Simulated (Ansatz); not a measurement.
# AlH₂F+ (quartet): the correlation ladder, cc-pVDZ

Aim: climb from Hartree-Fock through coupled cluster for AlH₂F+ (quartet) at one geometry and basis, and see what each rung misses.

The runs use Ansatz 0.2.0, Gaussian basis; cc-pVDZ, core rule «outside noble gas», up to 6 orbitals frozen.

The runs, in order: UHF; CCSD(T) on ROHF; CCSD(T) on UHF; BCCD(T) on ROHF; CISD as a restricted active space (open shells left free, so some higher excitations enter); CCSDT(Q) on ROHF; CCSDT(Q) on UHF.

44 further runs of the same task are left out: 16 for a known fault of the program, 11 that didn't finish, 17 set aside as unsound or not needed. Runs told in other sessions of the task aren't counted.

## (1) The geometry

The geometry is a PBE0/def2-TZVP stationary point (not a proven minimum) of the parent state, kept for this charge and spin.

4 atoms, charge 1, spin multiplicity 4.

Atoms are counted from 1 here; the program's logs count them from 0.

Bond lengths: Al1–F2 1.669 Å, Al1–H3 1.928 Å, Al1–H4 1.928 Å. Angles: F2–Al1–H3 80.3°, F2–Al1–H4 80.3°, H3–Al1–H4 160.7°.

## (2) UHF

in.yaml reads:

```yaml
crystal:
  periodic: [false, false, false]
  atoms:
    - {symbol: Al, position_ang: [0.000000, 0.000000, 0.674065]}
    - {symbol: F, position_ang: [0.000000, 0.000000, -0.994493]}
    - {symbol: H, position_ang: [0.000000, -1.900804, 0.350451]}
    - {symbol: H, position_ang: [0.000000, 1.900804, 0.350450]}
basis:
  gaussian: {orbitals: cc-pVDZ}
total_charge: 1
magnetization: {spin_polarized: true, initial_magnetization: 3}
hamiltonian: {xc: hf}
output: {orbitals: {seedname: orbitals}}
```

Started as:

```
> ansatz run in.yaml --threads 1 --pin off --events-out ev --progress --plain --max-ram 2393MiB
```

After this run come: CCSD(T) on ROHF; CCSD(T) on UHF; BCCD(T) on ROHF; CISD as a restricted active space (open shells left free, so some higher excitations enter); CCSDT(Q) on ROHF; CCSDT(Q) on UHF.

Q: Predict the results of all the runs planned. Wanted: UCCSDT(Q) from the RHF energy; RMP2 from UCCSDT(Q); UMP2 from UCCSDT(Q); RCCSD from UCCSDT(Q); RCCSD(T) from UCCSDT(Q); UCCSD(T) from UCCSDT(Q); RCCSDT(Q) from UCCSDT(Q); T1 diagnostic.

**Answer**, as computed:

| quantity | value |
| --- | --- |
| UCCSDT(Q) from the ROHF energy | -6.2271 eV |
| RMP2 from UCCSDT(Q) | +26.2 kJ/mol |
| UMP2 from UCCSDT(Q) | +24.6 kJ/mol |
| RCCSD from UCCSDT(Q) | +15.6 kJ/mol |
| RCCSD(T) from UCCSDT(Q) | +3.2 kJ/mol |
| UCCSD(T) from UCCSDT(Q) | +3.1 kJ/mol |
| RCCSDT(Q) from UCCSDT(Q) | +0.7 kJ/mol |
| levels within 1 kcal/mol (43 meV) | RCCSD(T), UCCSD(T), BCCD(T), RCCSDT, UCCSDT, RCCSDT(Q) |
| T1 diagnostic | 0.030 |

In words: RCCSD(T) misses by +3.2 kJ/mol, 0.5 % of the correlation energy. These misses are within one basis, not against nature; the frozen cores of restricted and unrestricted runs differ, which can shift their rows.

With open shells the CI space here admits some higher excitations, so it is larger than plain CISD.
